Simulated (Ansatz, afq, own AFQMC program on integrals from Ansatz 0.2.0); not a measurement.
Integrals from Ansatz 0.2.0, then the random walk in our own AFQMC program (afq).

```yaml
crystal:
  periodic: [false, false, false]
  atoms:
    - {symbol: Si, position_ang: [0.000000, -0.050740, 0.000000]}
    - {symbol: H, position_ang: [0.000000, 0.706913, -1.278374]}
    - {symbol: H, position_ang: [0.000000, 0.706912, 1.278374]}
basis:
  gaussian: {orbitals: cc-pVDZ}
magnetization: {spin_polarized: true, initial_magnetization: 2}
correlation: {method: ccsd_t, electrons: outside_noble_gas, hamiltonian_folder: ham}
```

```sh
$ ansatz run in.yaml --threads 1 --pin off --events-out ev --progress --plain --max-ram 16896MiB --backend cuda --devices 0, --max-vram 18GiB
```

Options of the walk:

```
--method phaseless --trial hf --walkers 4000 --populations 20 --least-time 40 --time-step 0.005 --steps-per-block 20 --equilibration-blocks 112 --max-blocks 4000 --target-error 0.0007499999999999999 --factor-cut 1e-05 --start spin_pure --seed 1528 --taylor-order 6
```

Times are imaginary, in 1/Eh. The walk had a cap of 49 s. With eight or more populations the least sampling time is a fifth of least-time, and the error comes from their spread.

Output of the walk:

```
orbitals 23  electrons 4 2  factors 160 of 271
reference energy -290.01152088 Eh
CCSD correlation -0.09440522 Eh in 9 cycles, weight of the determinant in the CISD state 0.9381
energy of the start -290.011577 Eh
 block  time / (1/Eh)  mean weight  energy / Eh
     1     0.100  1.0003  -290.027203
     2     0.200  1.0005  -290.040020
     3     0.300  1.0005  -290.050558
     4     0.400  1.0006  -290.058686
     5     0.500  1.0007  -290.065648
    10     1.000  1.0002  -290.086423
    25     2.500  1.0002  -290.104217
    29     2.900  1.0001  -290.107647
    49     4.900  1.0000  -290.106808
    61     6.100  1.0000  -290.113826
    69     6.900  1.0001  -290.107766
    89     8.900  0.9998  -290.107997
   109    10.900  0.9999  -290.106845
   129    12.900  1.0002  -290.110591
   149    14.900  0.9997  -290.106436
   169    16.900  1.0001  -290.108361
   189    18.900  0.9999  -290.111003
error from the spread of 20 populations
energy -290.108601 +/- 0.000449 Eh
(rows thinned)
```

The run passed its tests (sampling time, drift between the halves within three errors, error under three times the target), which doesn't prove that it has relaxed.

Against this walk (error 12.2 meV) on the same determinant: CCSD(T) 22.5 meV higher (within the noise), CCSDT(Q) 5.3 meV higher (within the noise), CCSDTQ 5.2 meV higher (within the noise), full CI 5.1 meV higher (within the noise), a separate phaseless walk with a CISD trial and standard settings 9.2 ± 12.3 meV higher (within the noise). The error is statistical and leaves out the bias of the constraint.

Cautions: constraint bias not in the error; lower spins were not checked.

The walk took 19 s on 1 × NVIDIA H100 80GB HBM3 with 2 threads of AMD EPYC 7R13 Processor (Zen 3) (shared host) (the card was shared). The log's last line is the phaseless energy.

CCSDT and higher add their correlation energy to the determinant of the CCSD(T) run, since their own runs factorise the integrals more tightly (a shift of under 2 meV). A walk keeps the symmetry of its determinant, which the program's search chose and which needn't be the lowest solution, so a lower state of the same spin and another symmetry isn't excluded.
